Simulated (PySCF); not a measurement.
# SiP: from the state search to spectroscopic constants

What are the lowest state that PBE0 finds, the bond length, vibrational wavenumber and bond energy of SiP, and how much do these hang on the method?

Method: Si x2c-SVPall, P x2c-SVPall, spin-free X2C with a Gaussian nucleus; program: PySCF 2.14.0.

**1. Input**

Settings of the job:

```json
{"atoms": "Si, P", "charge": "0", "basis": "Si x2c-SVPall, P x2c-SVPall", "Hamiltonian": "spin-free X2C with a Gaussian nucleus", "basis functions": "36", "electrons treated": "29", "masses in u": "27.9769, 30.9738", "levels": "PBE0, PBE, r²SCAN, TPSS, MN15, revPBE, HSE06, HF, MP2, SCS-MP2, CCSD, CCSD(T)", "grid": "80 radial by 434 angular points", "occupations": "held fixed by the projection of orbital angular momentum", "dissociation limit": "Si + P, each in its ground configuration", "starting distance in angstrom": "2.180", "values of 2S to try": "1, 3, 5"}
```

Launch:

```
OMP_NUM_THREADS=1 python dia.py task.json out
```

The job searches for the state first and then visits each distance with every level. Its results follow level by level.

**2. Search for the lowest state**

At the starting distance of 2.180 Å the search finds these solutions (others can lie among them):

| 2Ms+1 | unpaired | term | E (eV) | ⟨S²⟩ | ⟨Lz²⟩ | μ (D) |
| --- | --- | --- | --- | --- | --- | --- |
| 2 | π ↑ | ²Π | 0.00 | 0.76 | 1.01 | -1.01 |
| 2 | σ ↑ | ²Σ⁺ | 0.45 | 0.77 | 0.00 | -1.46 |
| 4 | π ↑↑↑ | ⁴Π | 1.78 | 3.76 | 1.01 | 0.45 |
| 4 | σ ↑, π ↑↑ | not assigned | 1.96 | 3.76 | 2.01 | -0.69 |
| 2 | π ↑↑↓ | not assigned | 2.18 | 1.76 | 3.02 | 0.46 |
| 2 | σ ↓, π ↑↑ | not assigned | 2.41 | 1.78 | 2.01 | -0.51 |

6 of 14 solutions are listed, lowest first.

A term symbol stands only where ⟨S²⟩ and ⟨Lz²⟩ are near those of a pure state. A positive dipole means Si(−)P(+).

Followed over a short scan are these candidates:

| 2Ms+1 | unpaired | R at minimum (Å) | energy at minimum (eV) |
| --- | --- | --- | --- |
| 2 | π ↑ | 2.08 | 0.00 |
| 2 | σ ↑ | 1.98 | 0.15 |
| 4 | π ↑↑↑ | not bracketed | ≤ 1.70 |
| 6 | σ ↑, π ↑↑↑↑ | not bracketed | ≤ 3.19 |

The search made 18 SCF attempts at the starting distance; with the short scans it took 8.8 s of wall time (1 thread, shared host).

**3. First curve: PBE0**

State followed: ²Π (doublet), unpaired electrons π ↑. The scan is laid around 2.081 Å.

Output of the SCF at 2.081 Å:

```text
******** <class 'pyscf.dft.uks_symm.SymAdaptedUKS'> ********
method = SymAdaptedUKS
initial guess = minao
damping factor = 0
level_shift factor = 0
DIIS = <class 'pyscf.scf.diis.CDIIS'>
diis_start_cycle = 1
diis_space = 10
diis_damp = 0
SCF conv_tol = 1e-09
SCF conv_tol_grad = None
SCF max_cycles = 60
direct_scf = False
max_memory 909 MB (current use 256 MB)
number electrons alpha = 15  beta = 14
XC library pyscf.dft.libxc version 7.0.0
    S. Lehtola, C. Steigemann, M. J.T. Oliveira, and M. A.L. Marques.,  SoftwareX 7, 1–5 (2018)
XC functionals = PBE0
    C. Adamo and V. Barone.,  J. Chem. Phys. 110, 6158 (1999)
    M. Ernzerhof and G. E. Scuseria.,  J. Chem. Phys. 110, 5029 (1999)
small_rho_cutoff = 0
Overwritten attributes  get_hcore get_occ get_j get_jk get_k  of <class 'pyscf.dft.uks_symm.SymAdaptedUKS'>
Set gradient conv threshold to 3.16228e-05
init E= -631.699417700915
cycle= 1 E= -631.71542514425  delta_E= -0.016  |g|= 0.0156  |ddm|= 0.065
cycle= 2 E= -631.71518289169  delta_E= 0.000242  |g|= 0.0227  |ddm|= 0.0624
cycle= 3 E= -631.71562933922  delta_E= -0.000446  |g|= 0.0064  |ddm|= 0.0437
cycle= 4 E= -631.715667780178  delta_E= -3.84e-05  |g|= 0.000489  |ddm|= 0.0106
cycle= 5 E= -631.715668454301  delta_E= -6.74e-07  |g|= 0.000202  |ddm|= 0.00147
cycle= 6 E= -631.715668898984  delta_E= -4.45e-07  |g|= 0.000121  |ddm|= 0.00171
cycle= 7 E= -631.715669128836  delta_E= -2.3e-07  |g|= 3.68e-05  |ddm|= 0.00195
cycle= 8 E= -631.715669142895  delta_E= -1.41e-08  |g|= 1.04e-05  |ddm|= 0.000481
cycle= 9 E= -631.715669143406  delta_E= -5.1e-10  |g|= 1.17e-06  |ddm|= 8.19e-05
Extra cycle  E= -631.715669143408  delta_E= -2.73e-12  |g|= 9.36e-07  |ddm|= 4.35e-06
converged SCF energy = -631.715669143408  <S^2> = 0.75604121  2S+1 = 2.0060321
```

The curve and what changes along it:

| R (Å) | E (eV) | μ (D) | Mulliken charge of Si (e) | Mayer bond order | ⟨S²⟩ | HOMO (eV) | LUMO (eV) |
| --- | --- | --- | --- | --- | --- | --- | --- |
| 1.7897 | 1.4013 | -0.13 | 0.06 | 2.25 | 0.75 | -6.79 | -5.33 |
| 1.8729 | 0.6254 | -0.32 | 0.08 | 2.25 | 0.75 | -6.86 | -5.10 |
| 1.9561 | 0.1958 | -0.51 | 0.10 | 2.24 | 0.75 | -6.90 | -4.90 |
| 2.0186 | 0.0427 | -0.65 | 0.12 | 2.24 | 0.75 | -6.92 | -4.76 |
| 2.0810 | 0.0000 | -0.80 | 0.13 | 2.24 | 0.76 | -6.76 | -4.63 |
| 2.1434 | 0.0426 | -0.93 | 0.14 | 2.24 | 0.76 | -6.60 | -4.51 |
| 2.2267 | 0.1979 | -1.11 | 0.15 | 2.22 | 0.77 | -6.41 | -4.36 |
| 2.3307 | 0.4931 | -1.25 | 0.16 | 2.13 | 0.86 | -6.18 | -4.21 |
| 2.4556 | 0.8969 | -1.28 | 0.15 | 1.85 | 1.11 | -6.02 | -4.06 |
| 2.6221 | 1.4153 | -1.33 | 0.14 | 1.51 | 1.38 | -5.93 | -3.91 |

Constants from the curve: Re = 2.078 Å, ωe = 640 cm⁻¹, ωexe = 2.50 cm⁻¹, αe = 0.00127 cm⁻¹, Be = 0.2655 cm⁻¹, De = 3.56 eV, μ = -0.79 D.

Orbitals nearest the gap at 2.081 Å:

| spin | orbital | ε (eV) | filled | made of |
| --- | --- | --- | --- | --- |
| α | σ | -17.41 | yes | P s 68 %, Si s 21 % |
| β | σ | -16.50 | yes | P s 64 %, Si s 25 % |
| α | σ | -11.47 | yes | Si s 60 %, P s 25 %, P p 14 % |
| β | σ | -11.07 | yes | Si s 56 %, P s 27 %, P p 14 % |
| α | π | -7.88 | yes | P p 70 %, Si p 28 % |
| α | σ | -7.09 | yes | P p 43 %, Si p 38 %, Si s 14 % |
| α | π | -7.05 | yes | P p 66 %, Si p 32 % |
| β | σ | -6.93 | yes | P p 43 %, Si p 39 %, Si s 12 % |
| β | π | -6.76 | yes | P p 60 %, Si p 38 % |
| β | π | -4.63 | no | P p 53 %, Si p 45 % |
| α | π | -2.56 | no | Si p 71 %, P p 28 % |
| α | π | -2.00 | no | Si p 67 %, P p 32 % |
| β | π | -1.90 | no | Si p 61 %, P p 37 % |

Polarisability there: 74.5 bohr³ along the bond, 42.5 across it. Without diffuse functions these come out too small, above all across the bond.

**4. Orbitals, density and potential**

The fields below are evaluated on a grid from the run's orbitals.

Frontier orbitals at PBE0 (alpha spin), with the share of their density that lies nearest to each atom:

| orbital | energy (eV) | lies on |
| --- | --- | --- |
| HOMO | -7.05 | P2 65 %; Si1 35 % |
| LUMO | -2.56 | Si1 70 %; P2 30 % |

ELF in a plane through or near 2 of the atoms.

Ten even steps from ' ' (0.00) to '@' (1.00):
```
                                                        
          ......                ........                
      ..::::--::::....    ......::::::::::::..          
    ::--==++++++====::....::::::----========--::..      
  ..--==++**####**++--::::::::--====++++++++==--....    
  --++**##%%@@%%%%##++----====++++**########**==--::    
..==####%%@@@@@@##**====++**********##%%%%%%##**==--..  
--**##%%@@@@@@##::..  ..++######==::--++%%@@%%##++==::  
==**%%@@@@@@@@==::==**::::%%%%++..==::..**@@@@%%**++--  
==##%%@@@@@@@@::**##@@++::%%%%--==****++==@@@@%%**++--  
==##%%@@@@@@@@::**##%%++::%%%%--==****++==@@@@%%**++--  
==**%%@@@@@@@@==..++**::::%%%%++..++--..**@@@@%%**++--  
--**##%%@@@@@@##::......++######==::--++%%@@%%##++==::  
..==####%%@@@@@@%%**====++**********##%%%%%%##**==--..  
  --++**##%%@@%%%%##++----====++++**########**==--::    
  ..--==++**####**++--::::::::--====++++++++==--....    
    ::--==++++++====::....::::::----========--::..      
      ..::::--::::....    ......::::::::::::..          
          ......                ........                
                                                        
```
The map spans 7.3 Å across and 5.2 Å up, centred on the molecule. Atoms in the plane (x, y in Å): Si1 (-1.0, 0.0), P2 (1.0, 0.0).

On the surface of density 0.002 e/bohr³ the electrostatic potential runs, from the 1st to the 99th percentile, from -0.50 V near P2 to 1.59 V near Si1.

The spin density lies nearest to P2 70 %; Si1 30 %.

**5. Excited determinants**

State 2: ²Σ⁺ (doublet), unpaired electrons σ ↑, an excited solution.

Log of the SCF at 2.081 Å:

```text
[... 13 set-up lines left out, the same as in an earlier log ...]
max_memory 909 MB (current use 297 MB)
[... 8 set-up lines left out, the same as in an earlier log ...]
init E= -631.68252256037
cycle= 1 E= -631.705807891427  delta_E= -0.0233  |g|= 0.0186  |ddm|= 0.0648
cycle= 2 E= -631.704838935345  delta_E= 0.000969  |g|= 0.0381  |ddm|= 0.0709
cycle= 3 E= -631.705970692154  delta_E= -0.00113  |g|= 0.0138  |ddm|= 0.0601
cycle= 4 E= -631.706141024095  delta_E= -0.00017  |g|= 0.000692  |ddm|= 0.0181
cycle= 5 E= -631.706142341459  delta_E= -1.32e-06  |g|= 0.000258  |ddm|= 0.0024
cycle= 6 E= -631.706142949111  delta_E= -6.08e-07  |g|= 0.00018  |ddm|= 0.00182
cycle= 7 E= -631.706143343045  delta_E= -3.94e-07  |g|= 0.000141  |ddm|= 0.00148
cycle= 8 E= -631.706143922757  delta_E= -5.8e-07  |g|= 8.19e-05  |ddm|= 0.00305
cycle= 9 E= -631.706144165323  delta_E= -2.43e-07  |g|= 1.34e-05  |ddm|= 0.00325
cycle= 10 E= -631.706144168192  delta_E= -2.87e-09  |g|= 3.03e-06  |ddm|= 0.000369
cycle= 11 E= -631.706144168205  delta_E= -1.28e-11  |g|= 5.93e-07  |ddm|= 9.94e-06
Extra cycle  E= -631.706144168202  delta_E= 2.84e-12  |g|= 1.84e-06  |ddm|= 3.14e-06
converged SCF energy = -631.706144168202  <S^2> = 0.75957826  2S+1 = 2.0095554
```

Re = 1.979 Å, ωe = 714 cm⁻¹, Be = 0.2927 cm⁻¹, μ = -1.33 D. Its minimum lies 0.13 eV above that of the lowest state.

State 3: ⁴Π (quartet), unpaired electrons π ↑↑↑, an excited solution.

Output of the SCF at 2.081 Å:

```text
[... 13 set-up lines left out, the same as in an earlier log ...]
max_memory 909 MB (current use 272 MB)
number electrons alpha = 16  beta = 13
[... 7 set-up lines left out, the same as in an earlier log ...]
init E= -631.62696323776
cycle= 1 E= -631.633940258467  delta_E= -0.00698  |g|= 0.00978  |ddm|= 0.0673
cycle= 2 E= -631.633995298181  delta_E= -5.5e-05  |g|= 0.00684  |ddm|= 0.0435
cycle= 3 E= -631.63403808915  delta_E= -4.28e-05  |g|= 0.00115  |ddm|= 0.017
cycle= 4 E= -631.634039094053  delta_E= -1e-06  |g|= 0.00019  |ddm|= 0.00263
cycle= 5 E= -631.634039148035  delta_E= -5.4e-08  |g|= 8.53e-05  |ddm|= 0.000559
cycle= 6 E= -631.634039157191  delta_E= -9.16e-09  |g|= 1.52e-05  |ddm|= 0.000268
cycle= 7 E= -631.63403915769  delta_E= -5e-10  |g|= 1.47e-06  |ddm|= 7.79e-05
Extra cycle  E= -631.634039157694  delta_E= -3.64e-12  |g|= 9.02e-07  |ddm|= 7.61e-06
converged SCF energy = -631.634039157694  <S^2> = 3.762331  2S+1 = 4.0061608
```

Re = 2.358 Å, ωe = 417 cm⁻¹, ωexe = 1.86 cm⁻¹, αe = 0.00127 cm⁻¹, Be = 0.2062 cm⁻¹, μ = -0.07 D. Its minimum lies 1.70 eV above that of the lowest state.

State 4: ⁶Σ⁺ (sextet), unpaired electrons σ ↑, π ↑↑↑↑, an excited solution.

Output of the SCF at 2.081 Å:

```text
[... 14 set-up lines left out, the same as in an earlier log ...]
number electrons alpha = 17  beta = 12
[... 7 set-up lines left out, the same as in an earlier log ...]
init E= -631.563331533773
cycle= 1 E= -631.569331725265  delta_E= -0.006  |g|= 0.00774  |ddm|= 0.0657
cycle= 2 E= -631.569377326897  delta_E= -4.56e-05  |g|= 0.00402  |ddm|= 0.0247
cycle= 3 E= -631.56939192052  delta_E= -1.46e-05  |g|= 0.00101  |ddm|= 0.00868
cycle= 4 E= -631.569393240151  delta_E= -1.32e-06  |g|= 0.000328  |ddm|= 0.0028
cycle= 5 E= -631.569393685477  delta_E= -4.45e-07  |g|= 0.000271  |ddm|= 0.00204
cycle= 6 E= -631.56939380012  delta_E= -1.15e-07  |g|= 3.23e-05  |ddm|= 0.00108
cycle= 7 E= -631.569393803371  delta_E= -3.25e-09  |g|= 3.17e-06  |ddm|= 0.000223
cycle= 8 E= -631.569393803388  delta_E= -1.77e-11  |g|= 7.83e-07  |ddm|= 1.19e-05
Extra cycle  E= -631.569393803389  delta_E= -5.68e-13  |g|= 4.26e-07  |ddm|= 2.58e-06
converged SCF energy = -631.569393803389  <S^2> = 8.7527062  2S+1 = 6.000902
```

No constants are quoted: no minimum is bracketed among the points kept.

Energy (eV) from the lowest point of the lowest state:

| R (Å) | lowest | state 2 | state 3 | state 4 |
| --- | --- | --- | --- | --- |
| 1.790 | 1.401 | 0.794 | 5.150 | 7.195 |
| 1.873 | 0.625 | 0.316 | 3.899 | 5.861 |
| 1.956 | 0.196 | 0.142 | 3.026 | 4.906 |
| 2.019 | 0.043 | 0.155 | 2.560 | 4.379 |
| 2.081 | 0.000 | 0.259 | 2.221 | 3.980 |
| 2.143 | 0.043 | 0.430 | 1.984 | 3.684 |
| 2.227 | 0.198 | 0.727 | 1.791 | 3.410 |
| 2.331 | 0.493 | 1.131 | 1.699 | 3.213 |
| 2.456 | 0.897 | 1.592 | 1.734 | 3.111 |
| 2.622 | 1.415 | 2.123 | 1.930 | 3.100 |

**6. PBE (GGA)**

Output of the SCF at 2.081 Å:

```text
[... 17 set-up lines left out, the same as in an earlier log ...]
XC functionals = PBE
    J. P. Perdew, K. Burke, and M. Ernzerhof.,  Phys. Rev. Lett. 77, 3865 (1996)
    J. P. Perdew, K. Burke, and M. Ernzerhof.,  Phys. Rev. Lett. 78, 1396 (1997)
    J. P. Perdew, K. Burke, and M. Ernzerhof.,  Phys. Rev. Lett. 77, 3865 (1996)
    J. P. Perdew, K. Burke, and M. Ernzerhof.,  Phys. Rev. Lett. 78, 1396 (1997)
[... 2 set-up lines left out, the same as in an earlier log ...]
init E= -631.669028624451
cycle= 1 E= -631.669577682652  delta_E= -0.000549  |g|= 0.0224  |ddm|= 0.0886
cycle= 2 E= -631.663765835911  delta_E= 0.00581  |g|= 0.079  |ddm|= 0.155
cycle= 3 E= -631.670087335761  delta_E= -0.00632  |g|= 0.000876  |ddm|= 0.121
cycle= 4 E= -631.670088422202  delta_E= -1.09e-06  |g|= 0.000545  |ddm|= 0.0038
cycle= 5 E= -631.670088804159  delta_E= -3.82e-07  |g|= 0.000184  |ddm|= 0.00123
cycle= 6 E= -631.670088934069  delta_E= -1.3e-07  |g|= 8.7e-05  |ddm|= 0.000972
cycle= 7 E= -631.67008896429  delta_E= -3.02e-08  |g|= 2.69e-05  |ddm|= 0.000615
cycle= 8 E= -631.670088965439  delta_E= -1.15e-09  |g|= 3.19e-06  |ddm|= 9.53e-05
cycle= 9 E= -631.670088965452  delta_E= -1.32e-11  |g|= 5.51e-07  |ddm|= 8.55e-06
Extra cycle  E= -631.67008896545  delta_E= 2.96e-12  |g|= 1.89e-06  |ddm|= 4.07e-06
converged SCF energy = -631.67008896545  <S^2> = 0.75375524  2S+1 = 2.0037517
```

Re = 2.105 Å, ωe = 601 cm⁻¹, ωexe = 2.09 cm⁻¹, αe = 0.00130 cm⁻¹, Be = 0.2588 cm⁻¹, De = 3.88 eV, μ = -0.64 D. 5.6 s of CPU time for 12 points, integrals apart.

**7. r²SCAN**

Log of the SCF at 2.081 Å:

```text
[... 17 set-up lines left out, the same as in an earlier log ...]
XC functionals = R2SCAN
    J. W. Furness, A. D. Kaplan, J. Ning, J. P. Perdew, and J. Sun.,  J. Phys. Chem. Lett. 11, 8208-8215 (2020)
    J. W. Furness, A. D. Kaplan, J. Ning, J. P. Perdew, and J. Sun.,  J. Phys. Chem. Lett. 11, 9248-9248 (2020)
    J. W. Furness, A. D. Kaplan, J. Ning, J. P. Perdew, and J. Sun.,  J. Phys. Chem. Lett. 11, 8208-8215 (2020)
    J. W. Furness, A. D. Kaplan, J. Ning, J. P. Perdew, and J. Sun.,  J. Phys. Chem. Lett. 11, 9248-9248 (2020)
[... 2 set-up lines left out, the same as in an earlier log ...]
init E= -631.91186318124
cycle= 1 E= -631.912193122835  delta_E= -0.00033  |g|= 0.011  |ddm|= 0.095
cycle= 2 E= -631.911322780207  delta_E= 0.00087  |g|= 0.0314  |ddm|= 0.0659
cycle= 3 E= -631.912303742737  delta_E= -0.000981  |g|= 0.00271  |ddm|= 0.0509
cycle= 4 E= -631.912310503282  delta_E= -6.76e-06  |g|= 0.000254  |ddm|= 0.00459
cycle= 5 E= -631.912310590903  delta_E= -8.76e-08  |g|= 7.6e-05  |ddm|= 0.000715
cycle= 6 E= -631.912310600226  delta_E= -9.32e-09  |g|= 2.3e-05  |ddm|= 0.000227
cycle= 7 E= -631.912310602803  delta_E= -2.58e-09  |g|= 1.07e-05  |ddm|= 0.00013
cycle= 8 E= -631.912310603682  delta_E= -8.79e-10  |g|= 4.85e-06  |ddm|= 9.45e-05
Extra cycle  E= -631.912310603698  delta_E= -1.59e-11  |g|= 9.54e-06  |ddm|= 2.87e-05
converged SCF energy = -631.912310603698  <S^2> = 0.75806396  2S+1 = 2.0080478
```

Re = 2.087 Å, ωe = 626 cm⁻¹, ωexe = 2.34 cm⁻¹, αe = 0.00130 cm⁻¹, Be = 0.2632 cm⁻¹, De = 3.58 eV, μ = -0.71 D.

**8. TPSS**

The SCF at the reference distance, 2.081 Å, printed:

```text
[... 13 set-up lines left out, the same as in an earlier log ...]
max_memory 909 MB (current use 278 MB)
[... 3 set-up lines left out, the same as in an earlier log ...]
XC functionals = TPSS
    J. Tao, J. P. Perdew, V. N. Staroverov, and G. E. Scuseria.,  Phys. Rev. Lett. 91, 146401 (2003)
    J. P. Perdew, J. Tao, V. N. Staroverov, and G. E. Scuseria.,  J. Chem. Phys. 120, 6898 (2004)
    J. Tao, J. P. Perdew, V. N. Staroverov, and G. E. Scuseria.,  Phys. Rev. Lett. 91, 146401 (2003)
    J. P. Perdew, J. Tao, V. N. Staroverov, and G. E. Scuseria.,  J. Chem. Phys. 120, 6898 (2004)
[... 2 set-up lines left out, the same as in an earlier log ...]
init E= -632.008056066595
cycle= 1 E= -632.008328907291  delta_E= -0.000273  |g|= 0.0124  |ddm|= 0.0541
cycle= 2 E= -632.006827555689  delta_E= 0.0015  |g|= 0.0404  |ddm|= 0.0832
cycle= 3 E= -632.008484410137  delta_E= -0.00166  |g|= 0.002  |ddm|= 0.0637
cycle= 4 E= -632.008488070834  delta_E= -3.66e-06  |g|= 0.000359  |ddm|= 0.00375
cycle= 5 E= -632.008488449328  delta_E= -3.78e-07  |g|= 0.000175  |ddm|= 0.00139
cycle= 6 E= -632.008488622024  delta_E= -1.73e-07  |g|= 9.12e-05  |ddm|= 0.00131
cycle= 7 E= -632.008488652131  delta_E= -3.01e-08  |g|= 1.45e-05  |ddm|= 0.000601
cycle= 8 E= -632.008488652983  delta_E= -8.52e-10  |g|= 2.2e-06  |ddm|= 0.000112
Extra cycle  E= -632.008488652946  delta_E= 3.75e-11  |g|= 6.7e-06  |ddm|= 1.33e-05
converged SCF energy = -632.008488652946  <S^2> = 0.75473982  2S+1 = 2.0047342
```

Re = 2.098 Å, ωe = 609 cm⁻¹, ωexe = 2.21 cm⁻¹, αe = 0.00131 cm⁻¹, Be = 0.2606 cm⁻¹, De = 3.68 eV, μ = -0.69 D.

**9. MN15**

Output of the SCF at 2.081 Å:

```text
[... 13 set-up lines left out, the same as in an earlier log ...]
max_memory 909 MB (current use 279 MB)
[... 3 set-up lines left out, the same as in an earlier log ...]
XC functionals = MN15
    H. S. Yu, X. He, S. L. Li, and D. G. Truhlar.,  Chem. Sci. 7, 5032-5051 (2016)
    H. S. Yu, X. He, S. L. Li, and D. G. Truhlar.,  Chem. Sci. 7, 5032-5051 (2016)
[... 2 set-up lines left out, the same as in an earlier log ...]
init E= -631.873952900224
cycle= 1 E= -631.877662524547  delta_E= -0.00371  |g|= 0.0146  |ddm|= 0.167
cycle= 2 E= -631.877459521315  delta_E= 0.000203  |g|= 0.0214  |ddm|= 0.0596
cycle= 3 E= -631.877867794789  delta_E= -0.000408  |g|= 0.00239  |ddm|= 0.0362
cycle= 4 E= -631.877876160402  delta_E= -8.37e-06  |g|= 0.000899  |ddm|= 0.00555
cycle= 5 E= -631.877877978167  delta_E= -1.82e-06  |g|= 0.000341  |ddm|= 0.00249
cycle= 6 E= -631.877878985513  delta_E= -1.01e-06  |g|= 0.000152  |ddm|= 0.00256
cycle= 7 E= -631.877879230435  delta_E= -2.45e-07  |g|= 6.34e-05  |ddm|= 0.00147
cycle= 8 E= -631.877879273385  delta_E= -4.29e-08  |g|= 2.17e-05  |ddm|= 0.000662
cycle= 9 E= -631.877879277002  delta_E= -3.62e-09  |g|= 2.75e-06  |ddm|= 0.000217
cycle= 10 E= -631.87787927704  delta_E= -3.8e-11  |g|= 7.85e-07  |ddm|= 2.03e-05
Extra cycle  E= -631.877879277039  delta_E= 6.82e-13  |g|= 1.08e-06  |ddm|= 3.3e-06
converged SCF energy = -631.877879277039  <S^2> = 0.75367057  2S+1 = 2.0036672
```

Re = 2.049 Å, ωe = 668 cm⁻¹, ωexe = 2.13 cm⁻¹, αe = 0.00124 cm⁻¹, Be = 0.2733 cm⁻¹, De = 3.81 eV, μ = -0.70 D. 8.8 s of CPU time for 12 points, integrals apart.

**10. revPBE**

Log of the SCF at 2.081 Å:

```text
[... 17 set-up lines left out, the same as in an earlier log ...]
XC functionals = PBE_R,PBE
    Y. Zhang and W. Yang.,  Phys. Rev. Lett. 80, 890 (1998)
[... 4 set-up lines left out, the same as in an earlier log ...]
init E= -631.854230463112
cycle= 1 E= -631.854562453521  delta_E= -0.000332  |g|= 0.0201  |ddm|= 0.0752
cycle= 2 E= -631.84989637019  delta_E= 0.00467  |g|= 0.0707  |ddm|= 0.14
cycle= 3 E= -631.854973881989  delta_E= -0.00508  |g|= 0.000806  |ddm|= 0.109
cycle= 4 E= -631.854974795926  delta_E= -9.14e-07  |g|= 0.000439  |ddm|= 0.00257
cycle= 5 E= -631.854975111649  delta_E= -3.16e-07  |g|= 0.000173  |ddm|= 0.0011
cycle= 6 E= -631.854975241895  delta_E= -1.3e-07  |g|= 8.17e-05  |ddm|= 0.00103
cycle= 7 E= -631.854975268925  delta_E= -2.7e-08  |g|= 2.32e-05  |ddm|= 0.000589
cycle= 8 E= -631.854975269924  delta_E= -9.99e-10  |g|= 3.9e-06  |ddm|= 9.8e-05
Extra cycle  E= -631.854975269755  delta_E= 1.69e-10  |g|= 1.37e-05  |ddm|= 2.64e-05
converged SCF energy = -631.854975269755  <S^2> = 0.7541796  2S+1 = 2.0041752
```

Re = 2.111 Å, ωe = 597 cm⁻¹, ωexe = 2.12 cm⁻¹, αe = 0.00130 cm⁻¹, Be = 0.2574 cm⁻¹, De = 3.68 eV, μ = -0.67 D.

**11. HSE06**

Output of the SCF at 2.081 Å:

```text
[... 17 set-up lines left out, the same as in an earlier log ...]
XC functionals = HSE06
    J. Heyd, G. E. Scuseria, and M. Ernzerhof.,  J. Chem. Phys. 118, 8207 (2003)
    J. Heyd, G. E. Scuseria, and M. Ernzerhof.,  J. Chem. Phys. 124, 219906 (2006)
    A. V. Krukau, O. A. Vydrov, A. F. Izmaylov, and G. E. Scuseria.,  J. Chem. Phys. 125, 224106 (2006)
[... 2 set-up lines left out, the same as in an earlier log ...]
init E= -631.74920303362
cycle= 1 E= -631.749219214315  delta_E= -1.62e-05  |g|= 0.000607  |ddm|= 0.0124
cycle= 2 E= -631.749218660417  delta_E= 5.54e-07  |g|= 0.000938  |ddm|= 0.00248
cycle= 3 E= -631.749219418995  delta_E= -7.59e-07  |g|= 0.000335  |ddm|= 0.002
cycle= 4 E= -631.749219523953  delta_E= -1.05e-07  |g|= 4.86e-05  |ddm|= 0.000586
cycle= 5 E= -631.749219526173  delta_E= -2.22e-09  |g|= 8.54e-06  |ddm|= 8.4e-05
cycle= 6 E= -631.749219526536  delta_E= -3.63e-10  |g|= 5.17e-06  |ddm|= 4.05e-05
Extra cycle  E= -631.749219526689  delta_E= -1.53e-10  |g|= 5.3e-06  |ddm|= 2.74e-05
converged SCF energy = -631.749219526689  <S^2> = 0.75599709  2S+1 = 2.0059881
```

Re = 2.080 Å, ωe = 637 cm⁻¹, ωexe = 2.48 cm⁻¹, αe = 0.00127 cm⁻¹, Be = 0.2651 cm⁻¹, De = 3.56 eV, μ = -0.79 D. 8.1 s of CPU time for 12 points, integrals apart.

(Part 1 of 2 ends here.)
